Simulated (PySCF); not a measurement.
Compound: FH₃P (charge +1).
SMILES with atom numbers: `[F:1][PH3+:2]` (hydrogens: H3, H4, H5 on P2)

Computed, not measured: PBE0-D3(BJ)/def2-SVP geometry optimisation, gas phase in PySCF 2.14.0.

Question: List the bond lengths and angles at this level.

Answer: 
| bond | length (Å) |
| --- | --- |
| F1–P2 | 1.548 |
| P2–H3, P2–H4, P2–H5 | 1.408 |

Bonds in one row agree within 0.01 Å and their mean is given. A selection of angles:
| angle | degrees |
| --- | --- |
| F1–P2–H3 | 108.3 |
| H3–P2–H4 | 110.7 |
| H3–P2–H5 | 110.5 |

P2 (phosphorus bonded to F and 3 H) is tetrahedral (angles from 108.2° to 110.7°).

Point group: C3v (tolerance 0.08 Å). Whether it is a minimum is left open (no frequencies).

The run took 3.3 s on an Intel Xeon Platinum 8488C with one thread, no GPU, shared host, and the process peaked at 0.27 GiB of memory. That covers the optimisation of the geometry.

---

Species: chloroethene, C₂H₃Cl.
SMILES with atom numbers: `[CH2:1]=[CH:2][Cl:3]` (hydrogens: H4, H5 on C1; H6 on C2)

Computed geometry: GFN2-xTB, gas phase.

Problem. What internal coordinates does the optimisation give?

Solution. 
```tsv
bond	length (Å)	order
C1=C2	1.318	double
C2–Cl3	1.720	single
C1–H4	1.076	single
C1–H5	1.076	single
C2–H6	1.079	single
```

Orders are formal, as drawn. A selection of angles:
```tsv
angle	degrees
C2–C1–H4	120.5
C2–C1–H5	122.3
H4–C1–H5	117.3
C1–C2–Cl3	122.9
C1–C2–H6	123.9
Cl3–C2–H6	113.2
```

Point group: Cs (tolerance 0.08 Å). No frequency check.

---

CrOCl3 (doublet state).
Bonds: Cr1–O2, Cr1–Cl3, Cr1–Cl4, Cr1–Cl5.

Method: PBE0-D3(BJ)/def2-SVP geometry optimisation, gas phase (PySCF 2.14.0).

(1) List the bond lengths and angles at this level.

Results:

(1) 
```csv
bond,length (Å)
Cr1–O2,1.508
"Cr1–Cl3, Cr1–Cl5",2.109
Cr1–Cl4,2.118
```

Bonds in one row agree within 0.01 Å and their mean is given. A selection of angles:
```csv
angle,degrees
O2–Cr1–Cl3,114.4
O2–Cr1–Cl4,105.5
O2–Cr1–Cl5,111.8
Cl3–Cr1–Cl4,105.4
Cl3–Cr1–Cl5,115.5
Cl4–Cr1–Cl5,102.7
```

Cr1 (chromium bonded to 3 Cl and O) is distorted tetrahedral (angles from 102.7° to 115.5°).

Point group: near C3v, missed by 0.23 Å at most; the miss may be what the optimiser left on a soft mode (Cs holds within 0.08 Å). Stationary, but not proved a minimum. ⟨S²⟩ = 0.781 (exact for a doublet: 0.75).
